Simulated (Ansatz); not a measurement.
Geometry optimisation, RKS BHLYP-D4/def2-SVP (Ansatz).

The input (input.yaml):

```yaml
crystal:
  periodic: [false, false, false]
  atoms:
    - { symbol: B, position_ang: [-0.911446, -0.688959, 0.611773] }
    - { symbol: H, position_ang: [1.240111, 0.158799, 1.215694] }
    - { symbol: C, position_ang: [1.73904, 0.189451, 0.237012] }
    - { symbol: H, position_ang: [1.662625, -0.786671, -0.243724] }
    - { symbol: H, position_ang: [1.285989, 0.953236, -0.396092] }
    - { symbol: H, position_ang: [2.795123, 0.431526, 0.379758] }
    - { symbol: C, position_ang: [-1.298225, -0.158687, -0.782877] }
    - { symbol: H, position_ang: [-2.330905, -0.47858, -0.97108] }
    - { symbol: H, position_ang: [-1.255868, 0.936241, -0.804569] }
    - { symbol: H, position_ang: [-0.650045, -0.556455, -1.571695] }
basis:
  gaussian: { orbitals: def2-SVP }
hamiltonian:
  xc: { name: BHLYP }
  dispersion: d4
relax:
  f_tol: 0.03
  max_steps: 50
```

Launched with:

```bash
$ ansatz run input.yaml --threads 2 --pin off --max-ram 3072MiB --backend cpu --events-out ev --progress --plain --runs-dir out
```

Where does it end, and by what steps?

The forces met the threshold. The force dipped under the threshold on the way, but the program's further checks kept it going. After 10 steps the energy has fallen by 0.146 eV; B1 moved furthest, 0.60 Å.

```json
{"step": "0", "energy less start (eV)": "0.0000", "largest force component (eV/Å)": "0.478", "accepted": "yes"}
{"step": "1", "energy less start (eV)": "-0.0875", "largest force component (eV/Å)": "0.242", "accepted": "yes"}
{"step": "2", "energy less start (eV)": "-0.1228", "largest force component (eV/Å)": "0.159", "accepted": "yes"}
{"step": "3", "energy less start (eV)": "-0.1268", "largest force component (eV/Å)": "0.797", "accepted": "yes"}
{"step": "4", "energy less start (eV)": "-0.1366", "largest force component (eV/Å)": "0.409", "accepted": "yes"}
{"step": "5", "energy less start (eV)": "-0.1433", "largest force component (eV/Å)": "0.045", "accepted": "yes"}
{"step": "6", "energy less start (eV)": "-0.1444", "largest force component (eV/Å)": "0.011", "accepted": "yes"}
{"step": "7", "energy less start (eV)": "-0.1330", "largest force component (eV/Å)": "0.529", "accepted": "no"}
{"step": "8", "energy less start (eV)": "-0.1452", "largest force component (eV/Å)": "0.019", "accepted": "yes"}
{"step": "9", "energy less start (eV)": "-0.1453", "largest force component (eV/Å)": "0.152", "accepted": "yes"}
{"step": "10", "energy less start (eV)": "-0.1463", "largest force component (eV/Å)": "0.027", "accepted": "yes"}
```

```xyz
10
Properties=species:S:1:pos:R:3
B -1.508 -0.705 0.684
H 1.354 0.050 1.091
C 1.991 0.233 0.223
H 2.075 -0.685 -0.364
H 1.556 1.022 -0.394
H 2.983 0.542 0.556
C -1.537 -0.206 -0.766
H -2.515 -0.430 -1.214
H -1.372 0.879 -0.791
H -0.751 -0.700 -1.351
```

Whether the end is a true minimum wasn't checked by a vibrational analysis.

Time of the run: 10 s on 2 threads of Arm Neoverse V2, on a shared host, peak memory 0.14 GiB.
